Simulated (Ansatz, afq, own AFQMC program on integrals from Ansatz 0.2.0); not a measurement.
BH, triplet: AFQMC among the cluster methods

```xyz
2

B     0.0000    0.0000    0.0000
H     0.0000    0.0000    1.4800
```

Basis cc-pVTZ. Noble-gas cores (and the filled d shells of Ga–Kr and In–Xe) are frozen. Ansatz 0.2.0 and our own AFQMC program on the same integrals; the CISD trial comes from CCSD amplitudes, and released means the phaseless constraint is let go. ± is one standard error of the sampling.

Determinant: UHF, the one that the program's search chose, which needn't be the lowest solution. The geometry is a point of a scan.

Full CI on the same integrals is exact in this basis and with this determinant's frozen core.

Cautions: lower spins were not checked.

- T1 diagnostic: 0.0253
- weight of the determinant in the CISD state: 0.944
- ⟨S²⟩ of the determinant: 2.009
- size of the correlated space: 4 electrons in 43 orbitals

| level | correlation energy (eV) |
| --- | --- |
| MP2 | -1.4179 |
| CCSD | -1.8817 |
| CCSD(T) | -1.9324 |

**Question.** Estimate where AFQMC with the constraint released lies against CCSD(T) on the same integrals.

**Answer.** 1.4 ± 0.4 kJ/mol below CCSD(T).

Reference: full CI, correlation energy -1.950 eV. The released energy is read at 2.40 1/Eh (meV from the phaseless value at times in 1/Eh: -1 ± 5 at 0.24, -1 ± 4 at 0.51, -1 ± 3 at 0.99, 0 ± 3 at 1.62, -3 ± 4 at 2.40).

```json
{"level": "CCSD(T)", "E − E(reference) (kJ/mol)": "1.7", "share of correlation (%)": "99.10"}
{"level": "CCSDT", "E − E(reference) (kJ/mol)": "0.1", "share of correlation (%)": "99.96"}
{"level": "CCSDT(Q)", "E − E(reference) (kJ/mol)": "0.0", "share of correlation (%)": "99.99"}
{"level": "ph-AFQMC/HF", "E − E(reference) (kJ/mol)": "12.6 ± 2.1", "share of correlation (%)": "93.30"}
{"level": "ph-AFQMC/CISD", "E − E(reference) (kJ/mol)": "0.6 ± 0.5", "share of correlation (%)": "99.69"}
{"level": "released AFQMC", "E − E(reference) (kJ/mol)": "0.3 ± 0.4", "share of correlation (%)": "99.86"}
```

CCSDT and higher add their correlation energy to the determinant of the CCSD(T) run, since their own runs factorise the integrals more tightly (a shift of under 2 meV). A walk keeps the symmetry of its determinant, which the program's search chose and which needn't be the lowest solution, so a lower state of the same spin and another symmetry isn't excluded. Released energies are given only where the last usable release times agree within the noise; a slower fall can still hide under it.
